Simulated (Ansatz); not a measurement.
The same path of BFH2 + H2 (6 atoms, charge 0, multiplicity 1) was run 3 times with different band settings. Lost on the way: B1–F2, H5–H6. Made: B1–H5, F2–H6.

Method: RKS PBE0-D4/def2-SVP (Ansatz).

Relaxed end points:

```xyz
6
Properties=species:S:1:pos:R:3
B -0.009 0.450 0.025
F -0.019 0.904 1.262
H 1.064 0.296 -0.511
H -1.074 0.230 -0.504
H 0.080 -2.372 0.655
H 0.071 -2.034 1.337
```

```xyz
6
Properties=species:S:1:pos:R:3
B 0.014 -0.351 -0.216
F 0.010 -0.047 1.657
H 1.040 0.218 -0.502
H -1.045 0.156 -0.497
H 0.051 -1.562 -0.090
H 0.041 -0.939 1.912
```

Common settings: movable images 5; climbing image yes; start path through a guess of the saddle point; force threshold 0.05 eV/Å; iteration limit 60; end points relaxed.

| run | spring | optimiser |
| --- | --- | --- |
| 1 | 5.0 eV/Å² | quadratic models (default) |
| 2 | 0.5 eV/Å² | quadratic models (default) |
| 3 | 5.0 eV/Å² | lbfgs |

What does each run give, and how far can it be trusted?

Run 1: converged after 11 iterations, highest image 1.495 eV above the first end. A vibrational analysis at the climbing image gives one clearly imaginary mode, 1067i cm⁻¹: a first-order saddle point.
Run 2: converged after 14 iterations, highest image 1.495 eV above the first end. Another band between the same ends (5 images) ends at a top of the same energy, where a vibrational analysis finds 1 clearly imaginary mode.
Run 3: converged after 30 iterations, highest image 1.495 eV above the first end. Another band between the same ends (5 images) ends at a top of the same energy, where a vibrational analysis finds 1 clearly imaginary mode.
The orbitals stay closed-shell, which can raise the energy where a bond breaks towards radicals; this wasn't checked here.
